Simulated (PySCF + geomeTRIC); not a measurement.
Method: PySCF + geomeTRIC with TPSS-D3(BJ)/def2-SVP. fastk is a local helper that only speeds up exchange builds. No frequencies were computed at this level.

```python
import json, numpy as np
from pyscf import gto, dft
from fastk import lowrank_exchange
atoms = """
O      0.481664    -0.000003    -0.000002
H     -0.481664     0.000003     0.000002
"""
def scf(charge, spin, dm0=None):
    mol = gto.M(atom=atoms, basis='def2-svp', ecp={}, charge=charge, spin=spin, verbose=3, max_memory=5040)
    mf = dft.KS(mol, xc='tpss').density_fit(auxbasis="def2-universal-jkfit")
    mf.disp = 'd3bj'
    mf.grids.level = 3
    mf.conv_tol = 1e-8
    mf.max_cycle = 120
    mf.level_shift = 0.25
    mf.kernel(dm0)
    if not mf.converged:
        mf = mf.newton().run(mf.mo_coeff, mf.mo_occ).undo_soscf()
    return mf
mf = scf(0, 1)
lowrank_exchange(mf)  # same exchange matrices as the stock routine, built faster for response steps
mo, _, stable, _ = mf.stability(return_status=True)
if not stable:
    mf.kernel(mf.make_rdm1(mo, mf.mo_occ))
del mf.get_jk
from pyscf.geomopt.geometric_solver import kernel as optimize
path = []
done, mol = optimize(mf, maxsteps=120, assert_convergence=False, callback=lambda env: path.append((env["energy"], bool(env["g_scanner"].converged))))
res = dict(converged=bool(done and path[-1][1]), energy=path[-1][0], path=[e for e, c in path], xyz=mol.atom_coords(unit="Angstrom").tolist(), nao=mol.nao)
json.dump(res, open("result.json", "w"))
```

Output:

```
converged SCF energy = -75.6726884656603  <S^2> = 0.75182497  2S+1 = 2.0018241
<class 'pyscf.df.df_jk.DFUKS'> wavefunction is stable in the internal stability analysis
Geometry optimization cycle 1
converged SCF energy = -75.6726884656889  <S^2> = 0.75182531  2S+1 = 2.0018245
cycle 1: E = -75.6726884657  dE = -75.6727  norm(grad) = 0.0345986
Geometry optimization cycle 2
converged SCF energy = -75.6732649618966  <S^2> = 0.75190117  2S+1 = 2.0019003
cycle 2: E = -75.6732649619  dE = -0.000576496  norm(grad) = 0.00276162
Geometry optimization cycle 3
converged SCF energy = -75.6732690603426  <S^2> = 0.7519087  2S+1 = 2.0019078
cycle 3: E = -75.6732690603  dE = -4.09845e-06  norm(grad) = 0.000236877
Geometry optimization cycle 4
converged SCF energy = -75.6732690906146  <S^2> = 0.75190954  2S+1 = 2.0019086
cycle 4: E = -75.6732690906  dE = -3.0272e-08  norm(grad) = 5.36574e-06
<class 'geometric.internal.Distance'> : 1
<class 'geometric.internal.TranslationX'> : 1
<class 'geometric.internal.TranslationY'> : 1
<class 'geometric.internal.TranslationZ'> : 1
<class 'geometric.internal.RotationA'> : 1
<class 'geometric.internal.RotationB'> : 1
<class 'geometric.internal.RotationC'> : 1
Step    0 : Gradient = 2.446e-02/2.447e-02 (rms/max) Energy = -75.6726884657
Step    1 : Displace = 1.182e-02/1.182e-02 (rms/max) Trust = 1.000e-01 (=) Grad = 1.953e-03/1.954e-03 (rms/max) E (change) = -75.6732649619 (-5.765e-04) Quality = 1.055
Step    2 : Displace = 1.025e-03/1.025e-03 (rms/max) Trust = 1.414e-01 (+) Grad = 1.675e-04/1.685e-04 (rms/max) E (change) = -75.6732690603 (-4.098e-06) Quality = 1.083
Step    3 : Displace = 9.621e-05/9.621e-05 (rms/max) Trust = 2.000e-01 (+) Grad = 3.794e-06/4.684e-06 (rms/max) E (change) = -75.6732690906 (-3.027e-08) Quality = 0.993
Converged! =D
```

Cost: about 12 core-seconds (a rough figure).
